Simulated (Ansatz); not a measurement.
Input file:

```yaml
crystal:
  periodic: [false, false, false]
  atoms:
    - {symbol: H, position_ang: [-1.980320, 0.000000, 0.000000]}
    - {symbol: H, position_ang: [-1.235320, 0.000000, 0.000000]}
    - {symbol: B, position_ang: [0.172680, 0.000000, 0.000000]}
    - {symbol: H, position_ang: [0.681753, 0.000000, 1.077008]}
    - {symbol: H, position_ang: [0.681753, 0.000000, -1.077008]}
basis:
  gaussian: {orbitals: cc-pVDZ}
magnetization: {spin_polarized: true, initial_magnetization: 1}
hamiltonian: {xc: {name: B97M-V}}
```

```sh
$ ansatz run in.yaml --threads 1 --pin off --events-out ev --progress --plain --max-ram 4096MiB --backend cpu
```

Output:

```
  # Of w^i u^j: cxij and so on, Table III.
  gx(w, u) = cx00 + cx01*u + cx02*u^2 + (cx10 + cx11*u)*w
  gss(w, u) = css00 + css02*u^2 + css10*w + (css32*w^3 + css42*w^4)*u^2
  gos(w, u) = cos00 + cos01*u + cos03*u^3 + cos10*w + cos32*w^3*u^2
      + integral(e_c_pw_mod_opposite_spin*gos(b97_w_opposite, b97_u_opposite)) + vv10(b, c)
386 factors; their error is unknown
mean field evaluation 1: about -736.2107 eV, gradient 7.6e0 eV
mean field evaluation 2: about -736.5835 eV, gradient 4.4e0 eV
mean field evaluation 4: about -736.7446 eV, gradient 1.3e-1 eV
mean field evaluation 8: about -736.7304 eV, gradient 8.0e-3 eV
mean field evaluation 16: about -736.7304 eV, gradient 1.5e-5 eV
mean field evaluation 32: about -736.7304 eV, gradient 1.8e-6 eV
mean field -736.76158682 eV, -27.0754889206 hartree, gradient 1.4e-5 eV, S^2 0.753334; 7 other end points of the search recorded, 0 dependent functions left out
reference -736.76162950 eV, -27.0754904892 hartree; 5, 4 occupied and 29, 30 virtual orbitals, 386 factors
Total energy: -736.76162950 eV, -27.0754904892 hartree
```

Ran on 1 thread of AMD EPYC 7R13, shared host: 5.5 s wall, 0.17 GiB peak host memory.
